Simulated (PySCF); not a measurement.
Isomers of C4H7F. Level of theory: PBE0-D3(BJ)/def2-SVP geometry optimisation, gas phase (PySCF 2.14.0). Energies are electronic, without zero-point or thermal terms, for one conformer each. No frequencies were run at this level. Point groups hold within 0.08 Å.

Question: Order them by energy at this level, lowest first, and give relative energies in kcal/mol.
A. `F[C@@H]1C[C@H]1C`
B. `[CH2:1]=[C:2]([CH3:3])[CH2:4][F:5]` with C1–C2–C4–F5 2°
C. `[CH3:1][CH2:2]/[CH:3]=[CH:4]/[F:5]` with C1–C2–C3–C4 119°
D. `[CH3:1]/[CH:2]=[CH:3]\[CH2:4][F:5]` with C2–C3–C4–F5 -135°

Answer: C (0.0), B (0.1), A (2.6), D (2.6).

Neighbours under 2.5 kcal/mol apart (CC/C=C/F and C=C(C)CF; C=C(C)CF and C[C@@H]1C[C@H]1F; C[C@@H]1C[C@H]1F and C/C=C\CF) can change places with a better method, another conformer or zero-point energy.

| SMILES | E (Eh) | E rel (kcal/mol) | dipole (D) | point group | A, B, C (MHz) |
| --- | --- | --- | --- | --- | --- |
| CC/C=C/F | -255.98212 | 0.0 | 1.58 | C1 | 19342, 2097, 2044 |
| C=C(C)CF | -255.98202 | 0.1 | 1.93 | near Cs | 9122, 3677, 2710 |
| C[C@@H]1C[C@H]1F | -255.97806 | 2.6 | 1.68 | C1 | 10805, 3512, 3029 |
| C/C=C\CF | -255.97792 | 2.6 | 2.14 | C1 | 13457, 2489, 2264 |

Q: How do the relative energies change in single points at PBE0/pcSseg-1 (no added dispersion term) on the same geometries?

A: 
```json
{"SMILES": "CC/C=C/F", "PBE0-D3(BJ)/def2-SVP (kcal/mol)": "0.0", "PBE0/pcSseg-1 (kcal/mol)": "0.2", "shift": "+0.2"}
{"SMILES": "C=C(C)CF", "PBE0-D3(BJ)/def2-SVP (kcal/mol)": "0.1", "PBE0/pcSseg-1 (kcal/mol)": "0.0", "shift": "-0.1"}
{"SMILES": "C[C@@H]1C[C@H]1F", "PBE0-D3(BJ)/def2-SVP (kcal/mol)": "2.6", "PBE0/pcSseg-1 (kcal/mol)": "4.1", "shift": "+1.5"}
{"SMILES": "C/C=C\\CF", "PBE0-D3(BJ)/def2-SVP (kcal/mol)": "2.6", "PBE0/pcSseg-1 (kcal/mol)": "2.3", "shift": "-0.3"}
```

Each column counts from its own lowest isomer. C=C(C)CF becomes the lowest; the largest shift is 1.5 kcal/mol.

Q: As an exercise, what shares would exp(−E/RT) give at 298.15 K from these electronic energies alone (no entropy, no degeneracies)?

A: RT = 0.592 kcal/mol: CC/C=C/F 52.1 %, C=C(C)CF 46.6 %, C[C@@H]1C[C@H]1F 0.7 %, C/C=C\CF 0.6 %.
